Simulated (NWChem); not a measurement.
Ionisation of O2 (+1)

```
O
O 1 1.1070
```
Charge +1, spin multiplicity 2.

The numbers come from NWChem runs, not from measurements. All single points use one geometry, from UB3LYP/def2-SVP, a minimum by its harmonic frequencies.

Basis set: def2-TZVP. −ε marks an orbital energy of the parent.

B3LYP has NWChem's definition, with VWN1-RPA local correlation. The structure started from a generated list of species. The unpaired electrons of the parent sit in orbitals of symmetry b2g (D2h labels of the run); other states weren't searched. No SCF solution was tested for a lower state.

For the first vertical ionisation energy, −ε(alpha HOMO) of r2SCAN gives 18.60 eV and −ε(alpha HOMO) of B3LYP gives 20.01 eV. What do −ε(alpha HOMO) of TPSS, −ε(alpha HOMO) of PBE, G0W0@PBE0 give?

−ε(alpha HOMO) of TPSS: 18.23 eV; −ε(alpha HOMO) of PBE: 17.92 eV; G0W0@PBE0: 23.92 eV.
